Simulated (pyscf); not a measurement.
PySCF, gas phase, ωB97X-D3(BJ)/def2-SVP geometries.

SMILES: CCCO
```xyz
12

C     -0.8164    -0.7280     1.1828
C     -1.1670    -0.6032    -0.2981
C     -0.1017     0.1395    -1.0998
O     -0.4524     0.3111    -2.4550
H     -0.7063     0.2644     1.6503
H     -1.5969    -1.2723     1.7363
H      0.1336    -1.2696     1.3260
H     -1.3052    -1.6099    -0.7353
H     -2.1263    -0.0744    -0.4274
H      0.8738    -0.3800    -0.9934
H      0.0350     1.1523    -0.6853
H     -0.5580    -0.5642    -2.8445
```
Charge 0, spin multiplicity 1.

Q: How much does it cost (ΔH, 298 K, ωB97M-D3(BJ)/def2-TZVP) to split H₃C–CH₂–CH₂–OH (SMILES CCCO) at its C–H bond into H₃C–CH•–CH₂–OH + H•?

A: C–H to H₃C–CH•–CH₂–OH + H•: 409.5 kJ/mol. The 7 functionals that were run give +385.0 (r²SCAN) to +409.5 kJ/mol (ωB97M-D3(BJ)). Other isomers of H₃C–CH•–CH₂–OH were not searched in full and may lie lower.
